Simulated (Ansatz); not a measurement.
Input (CCSDT(Q)/aug-cc-pVDZ; Ansatz, a first-principles code):

Ansatz 0.2 input:
```yaml
crystal:
  periodic: [false, false, false]
  atoms:
    - {symbol: C, position_ang: [-0.00031565, -0.01876434, 0.11346103]}
    - {symbol: C, position_ang: [-0.00366586, -0.21792541, 1.31771454]}
    - {symbol: C, position_ang: [0.00342830, 0.20380299, -1.23232147]}
    - {symbol: H, position_ang: [-0.00658048, -0.39119133, 2.36538959]}
    - {symbol: H, position_ang: [0.93286994, 0.33015230, -1.77073907]}
    - {symbol: H, position_ang: [-0.92297020, 0.25835959, -1.78777517]}
basis:
  gaussian:
    orbitals: aug-cc-pVDZ
magnetization: {spin_polarized: true, initial_magnetization: 1}
correlation: {method: ccsdt_q, electrons: outside_noble_gas}
```

Output:

```
Functional definition: HF
integrals: 0.27 GiB planned
1477 factors; integrals over basis functions are off by at most 2.0e-7 eV
mean field: 0.36 GiB planned
mean field evaluation 1: about -3134.0428 eV, gradient 1.8e1 eV
mean field evaluation 2: about -3134.0699 eV, gradient 1.8e1 eV
mean field evaluation 4: about -3136.3089 eV, gradient 3.0e0 eV
mean field evaluation 8: about -3136.4690 eV, gradient 5.7e-1 eV
mean field evaluation 16: about -3136.5035 eV, gradient 3.0e-5 eV
mean field evaluation 32: about -3132.1519 eV, gradient 7.3e0 eV
mean field evaluation 64: about -3133.0882 eV, gradient 3.7e-2 eV
a density is far from that of the atoms, so the factors are made again for it
1513 factors; integrals over basis functions are off by at most 1.4e-7 eV
mean field: 0.37 GiB planned
mean field evaluation 96: about -3135.9819 eV, gradient 6.5e0 eV
mean field evaluation 128: about -3130.4653 eV, gradient 2.0e1 eV
mean field -3136.50349040 eV, -115.2643772737 hartree, gradient 3.0e-6 eV, S^2 0.954727; 2 other end points of the search recorded, 0 dependent functions left out
determinant -3136.50349040 eV, -115.2643772737 hartree, with singles and doubles -3147.36524564 eV, -115.6635394165 hartree
determinant -3133.08834016 eV, -115.1388728172 hartree, with singles and doubles -3143.88283525 eV, -115.5355631950 hartree
3 core orbitals not correlated
reference -3136.50349040 eV, -115.2643772737 hartree; 8, 7 occupied and 85, 86 virtual orbitals, 1513 factors
second order -9.74602429 eV of doubles, -0.00000000 eV of singles
coupled cluster: 6.55 GiB planned
cycle   1  -10.26335221 eV  change   -5.2e-1 eV  update   1.1e-1
cycle   2  -10.92912950 eV  change   -6.7e-1 eV  update   5.4e-2
cycle   3  -11.38981873 eV  change   -4.6e-1 eV  update   3.7e-2
cycle   4  -11.31597852 eV  change    7.4e-2 eV  update   1.7e-2
cycle   5  -11.32781979 eV  change   -1.2e-2 eV  update   7.7e-3
cycle   6  -11.34576681 eV  change   -1.8e-2 eV  update   3.1e-3
cycle   7  -11.34374892 eV  change    2.0e-3 eV  update   1.6e-3
cycle   8  -11.34272397 eV  change    1.0e-3 eV  update   8.3e-4
cycle   9  -11.34370034 eV  change   -9.8e-4 eV  update   5.1e-4
cycle  10  -11.34350063 eV  change    2.0e-4 eV  update   2.9e-4
cycle  11  -11.34363680 eV  change   -1.4e-4 eV  update   1.7e-4
cycle  12  -11.34386025 eV  change   -2.2e-4 eV  update   7.6e-5
cycle  13  -11.34387049 eV  change   -1.0e-5 eV  update   4.0e-5
cycle  14  -11.34390120 eV  change   -3.1e-5 eV  update   2.3e-5
cycle  15  -11.34392529 eV  change   -2.4e-5 eV  update   1.3e-5
cycle  16  -11.34393411 eV  change   -8.8e-6 eV  update   7.5e-6
cycle  17  -11.34393819 eV  change   -4.1e-6 eV  update   4.1e-6
cycle  18  -11.34393997 eV  change   -1.8e-6 eV  update   2.4e-6
cycle  19  -11.34393936 eV  change    6.1e-7 eV  update   1.1e-6
coupled cluster: 6.56 GiB planned
perturbative correction -0.03782825 eV, -0.0013901625 hartree
Total energy: -3147.88525801 eV, -115.6826495186 hartree
```

The determinant is spin-contaminated: <S^2> is 0.95, 0.20 over the pure value.
